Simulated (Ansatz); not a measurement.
# BH3OSi: the cost of one run

All numbers below are computed with Ansatz 0.2.0 (RKS B3LYP/6-31G*).

## 1. The starting structure

Bond lengths: B1–O2 1.405 Å, B1–Si3 1.956 Å, O2–Si3 1.673 Å, B1–H4 1.157 Å, Si3–H5 1.494 Å, Si3–H6 1.485 Å. Angles: B1–O2–Si3 78.4°, O2–B1–Si3 56.9°, O2–B1–H4 151.1°, Si3–B1–H4 131.5°, B1–Si3–O2 44.7°, B1–Si3–H5 117.1°, B1–Si3–H6 120.0°, O2–Si3–H5 109.5°, O2–Si3–H6 109.6°, H5–Si3–H6 122.9°.

As a file:

```xyz
6

B    -0.8298   -0.7084   -0.5566
O     0.3668   -1.1409    0.0398
Si    0.4980    0.5210    0.1857
H    -1.9851   -0.6596   -0.5904
H     1.5557    1.0215   -0.7437
H     0.4365    0.9023    1.6191
```

## 2. End point A

input.yaml

```yaml
crystal:
  periodic: [false, false, false]
  atoms:
    - { symbol: B, position_ang: [-0.8298, -0.7084, -0.5566] }
    - { symbol: O, position_ang: [0.3668, -1.1409, 0.0398] }
    - { symbol: Si, position_ang: [0.498, 0.521, 0.1857] }
    - { symbol: H, position_ang: [-1.9851, -0.6596, -0.5904] }
    - { symbol: H, position_ang: [1.5557, 1.0215, -0.7437] }
    - { symbol: H, position_ang: [0.4365, 0.9023, 1.6191] }
basis:
  gaussian: { orbitals: "6-31G*" }
hamiltonian:
  xc: b3lyp
relax:
  f_tol: 0.02
  max_steps: 50
```

Run with:

```sh
ansatz run input.yaml --threads 1 --pin off --max-ram 2048MiB --backend cpu --events-out ev --progress --plain --runs-dir out
```

Q: Estimate wall time and peak memory on 1 thread of Arm Neoverse V1, shared host.

About 15 s, with a peak of 0.12 GiB.
